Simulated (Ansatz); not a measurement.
Abridged output of a molecular run in Ansatz:

```
Functional definition: HF
567 factors; integrals over basis functions are off by at most 6.8e-4 eV
mean field evaluation 1: about -6771.2416 eV, gradient 3.1e1 eV
mean field evaluation 2: about -6771.2616 eV, gradient 3.1e1 eV
mean field evaluation 4: about -6774.9532 eV, gradient 3.7e0 eV
mean field evaluation 8: about -6775.3454 eV, gradient 1.2e0 eV
mean field evaluation 16: about -6776.3368 eV, gradient 4.1e-3 eV
mean field evaluation 64: about -6774.1172 eV, gradient 9.3e-4 eV
mean field evaluation 128: about -6774.5766 eV, gradient 1.7e-6 eV
mean field -6776.33676709 eV, -249.0257830245 hartree, gradient 1.1e-6 eV, S^2 1.434142; 15 other end points of the search recorded, 0 dependent functions left out
3 core orbitals not correlated: weight in the atoms' cores, before any rotation towards them, 1.000 or more for the frozen orbitals, at most 0.000 for the correlated occupied ones
reference -6776.33676709 eV, -249.0257830245 hartree; 10, 9 occupied and 77, 78 virtual orbitals, 567 factors
second order -17.87950462 eV of doubles, -0.00000000 eV of singles
cycle   1  -17.69870919 eV  change    1.8e-1 eV  update   1.3e-1
cycle   2  -18.38732105 eV  change   -6.9e-1 eV  update   5.2e-2
cycle   3  -18.68265457 eV  change   -3.0e-1 eV  update   5.0e-2
cycle   4  -18.79473067 eV  change   -1.1e-1 eV  update   2.9e-2
cycle   5  -18.83788066 eV  change   -4.3e-2 eV  update   2.0e-2
cycle   6  -18.90636804 eV  change   -6.8e-2 eV  update   1.2e-2
cycle   7  -18.93495708 eV  change   -2.9e-2 eV  update   6.3e-3
cycle   8  -18.94416556 eV  change   -9.2e-3 eV  update   2.6e-3
cycle   9  -18.94690750 eV  change   -2.7e-3 eV  update   1.1e-3
cycle  10  -18.94679228 eV  change    1.2e-4 eV  update   6.9e-4
cycle  11  -18.94759693 eV  change   -8.0e-4 eV  update   4.1e-4
cycle  12  -18.94795000 eV  change   -3.5e-4 eV  update   1.7e-4
cycle  13  -18.94786991 eV  change    8.0e-5 eV  update   8.3e-5
cycle  14  -18.94785521 eV  change    1.5e-5 eV  update   3.8e-5
cycle  15  -18.94778779 eV  change    6.7e-5 eV  update   2.1e-5
cycle  16  -18.94778835 eV  change   -5.5e-7 eV  update   9.8e-6
perturbative correction -0.88280167 eV, -0.0324423629 hartree
WARN: the results are in doubt because among natural orbitals full CI differs from the method by -0.131 eV
Total energy: -6796.16735711 eV, -249.7545437659 hartree
In doubt: among natural orbitals full CI differs from the method by -0.131 eV
Checks for a lower state left out: cluster_reference
```

Its atoms:

Cartesian coordinates in Å:
```
O -0.9001 0.2367 0.5702
O -0.3221 -0.2621 -0.3311
F 1.2223 0.0254 -0.2391
```

(1) Which basis set was used?
A. def2-QZVPP
B. def2-TZVPPD
C. cc-pV(T+d)Z
D. def2-SVPD

(2) Write the keys of the input that set method, charge and spin (a neutral closed shell needs none for the last two).

Answers

(1) C. It gives 90 functions.

(2) 
```yaml
magnetization: {spin_polarized: true, initial_magnetization: 1}
correlation: {method: ccsd_t}
scf: {omitted_lower_state_checks: [cluster_reference]}
```
